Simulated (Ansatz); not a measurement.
## fcc Pd

Computed with PBEsol (plane waves, PAW; Ansatz, an electronic-structure program).

Settings: plane-wave cutoff 500 eV, 24×24×1 k mesh (along the axes of the cell as run), Fermi–Dirac smearing 0.1 eV, scalar-relativistic PAW data made under PBE.

Cell: relaxed at this level.

| Property | Value |
|---|---|
| surface energy of the (111) face | 1.70 J/m² |
| work function of the (111) face | 5.36 eV |

The slab of 6 atoms is relaxed and unreconstructed.

It cost very roughly 4 core-minutes of CPU time.
